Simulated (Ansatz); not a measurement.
The input, for Ansatz 0.2.0:

```yaml
crystal:
  periodic: [false, false, false]
  atoms:
    - {symbol: N, position_ang: [0.000000, -0.124486, 1.449033]}
    - {symbol: Na, position_ang: [0.000000, 0.040621, -0.977255]}
    - {symbol: H, position_ang: [0.000000, 0.803395, 2.153600]}
basis:
  gaussian: {orbitals: 6-31G}
magnetization: {spin_polarized: true, initial_magnetization: 1}
correlation: {method: ccsdt_q, electrons: outside_noble_gas}
```

```sh
$ ansatz run in.yaml --threads 1 --pin off --events-out ev --progress --plain --max-ram 2393MiB
```

The program prints:

```
505 factors; integrals over basis functions are off by at most 1.8e-7 eV
mean field evaluation 1: about -5896.4416 eV, gradient 1.8e1 eV
mean field evaluation 2: about -5896.4601 eV, gradient 1.8e1 eV
mean field evaluation 4: about -5898.2509 eV, gradient 1.0e0 eV
mean field evaluation 8: about -5898.3170 eV, gradient 5.6e-1 eV
mean field evaluation 16: about -5898.8235 eV, gradient 7.5e-2 eV
mean field evaluation 32: about -5898.8236 eV, gradient 2.9e-3 eV
mean field evaluation 64: about -5898.1433 eV, gradient 1.2e0 eV
mean field evaluation 96: about -5898.3216 eV, gradient 1.6e0 eV
mean field evaluation 128: about -5898.4277 eV, gradient 7.9e-1 eV
mean field evaluation 160: about -5897.8621 eV, gradient 4.0e-1 eV
...
mean field -5898.82362689 eV, -216.7777699220 hartree, gradient 5.0e-6 eV, S^2 1.673834; 22 other end points of the search recorded, 0 dependent functions left out
determinant -5898.82362689 eV, -216.7777699220 hartree, with singles and doubles -5901.34334530 eV, -216.8703678656 hartree
determinant -5897.86807622 eV, -216.7426540826 hartree, with singles and doubles -5900.89537913 eV, -216.8539054125 hartree
determinant -5897.55073540 eV, -216.7309920224 hartree, with singles and doubles -5900.12882638 eV, -216.8257351186 hartree
determinant -5897.46001620 eV, -216.7276581534 hartree, with singles and doubles -5900.43276958 eV, -216.8369048250 hartree
determinant -5896.38154023 eV, -216.6880248926 hartree, with singles and doubles -5898.46806425 eV, -216.7647032359 hartree
determinant -5895.92265513 eV, -216.6711611759 hartree, with singles and doubles -5898.39926945 eV, -216.7621750738 hartree
determinant -5895.87569322 eV, -216.6694353577 hartree, with singles and doubles -5898.27592009 eV, -216.7576420682 hartree
determinant -5895.87446001 eV, -216.6693900380 hartree, with singles and doubles -5898.54662076 eV, -216.7675901344 hartree
determinant -5895.37704338 eV, -216.6511103141 hartree, with singles and doubles -5897.74930033 eV, -216.7382891489 hartree
determinant -5898.82362689 eV, -216.7777699220 hartree, with singles and doubles -5901.42768204 eV, -216.8734671837 hartree
determinant -5897.86807622 eV, -216.7426540826 hartree, with singles and doubles -5900.89849331 eV, -216.8540198567 hartree
6 core orbitals not correlated: weight in the atoms' cores, before any rotation towards them, 1.000 or more for the frozen orbitals, at most 0.000 for the correlated occupied ones
reference -5898.82362689 eV, -216.7777699220 hartree; 4, 3 occupied and 14, 15 virtual orbitals, 505 factors
second order -1.77143684 eV of doubles, -0.00000000 eV of singles
...
cycle  24  -2.69662132 eV  change   -9.1e-5 eV  update   3.9e-5
cycle  25  -2.69664949 eV  change   -2.8e-5 eV  update   2.2e-5
cycle  26  -2.69663802 eV  change    1.1e-5 eV  update   1.3e-5
cycle  27  -2.69663707 eV  change    9.6e-7 eV  update   7.1e-6
cycle  28  -2.69663630 eV  change    7.7e-7 eV  update   4.6e-6
cycle  29  -2.69664193 eV  change   -5.6e-6 eV  update   3.3e-6
cycle  30  -2.69664284 eV  change   -9.1e-7 eV  update   2.2e-6
cycle  31  -2.69664365 eV  change   -8.1e-7 eV  update   1.8e-6
cycle  32  -2.69664380 eV  change   -1.5e-7 eV  update   1.2e-6
cycle  33  -2.69664397 eV  change   -1.7e-7 eV  update   6.5e-7
perturbative correction -0.02037634 eV, -0.0007488165 hartree
Total energy: -5901.54064720 eV, -216.8776185766 hartree
```

The determinant's ⟨S²⟩ is 1.67 against 0.75 for a pure state. The T1 diagnostic is 0.215, too large for the energy to be relied on.

Ran on 1 thread of AMD EPYC 7B13, shared host: 6.5 s wall, 0.11 GiB peak host memory.
